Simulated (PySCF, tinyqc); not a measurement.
Inside a calculation. Method: CCSD on RHF in the sto-6g basis, frozen core, for LiH, spin multiplicity 1. The lowest restricted solution is unstable here: a spin-polarised one lies 0.0165 hartree lower (PySCF). One step of it, computed by the program tinyqc.

Task: CCSD: starting amplitudes. t_ij^ab = <ij||ab> / (e_i + e_j - e_a - e_b), whose energy is MP2.

orbital energies (hartree): MO1 -2.412935, MO2 -0.218702, MO3 0.067119, MO4 0.156008, MO5 0.156008, MO6 0.339281

Two-electron integrals over orbitals (pq|rs), unique and non-zero (hartree); the lowest 1 orbital is frozen and left out:
```
(22|22) 0.439577    (32|22) -0.064051   (32|32) 0.026109    (33|22) 0.210257
(33|32) 0.016952    (33|33) 0.323855    (42|42) 0.020409    (43|42) 0.020867
(43|43) 0.041680    (44|22) 0.235024    (44|32) 0.018145    (44|33) 0.278421
(44|44) 0.313125    (52|52) 0.020409    (53|52) 0.020867    (53|53) 0.041680
(54|54) 0.016875    (55|22) 0.235024    (55|32) 0.018145    (55|33) 0.278421
(55|44) 0.279374    (55|55) 0.313125    (62|22) 0.106305    (62|32) -0.050082
(62|33) -0.018584   (62|44) -0.042822   (62|55) -0.042822   (62|62) 0.133803
(63|22) -0.062044   (63|32) 0.021566    (63|33) 0.037311    (63|44) 0.010672
(63|55) 0.010672    (63|62) -0.042390   (63|63) 0.034492    (64|42) -0.017585
(64|43) -0.011098   (64|64) 0.018728    (65|52) -0.017585   (65|53) -0.011098
(65|65) 0.018728    (66|22) 0.407213    (66|32) -0.049001   (66|33) 0.238630
(66|44) 0.254961    (66|55) 0.254961    (66|62) 0.082907    (66|63) -0.046070
(66|66) 0.399103
```

Give: Starting amplitudes; correlation energy.

Result:

Starting amplitudes (spin orbitals 1a, 1b, ...; amplitudes related by a flip of all spins are not repeated):
```
from      to        t
2a 2b  6a 6b  -0.1199
2a 2b  3a 6b   0.0594
2a 2b  3a 3b  -0.0457
2a 2b  4a 4b  -0.0272
2a 2b  5a 5b  -0.0272
```

correlation energy = -0.024292 hartree
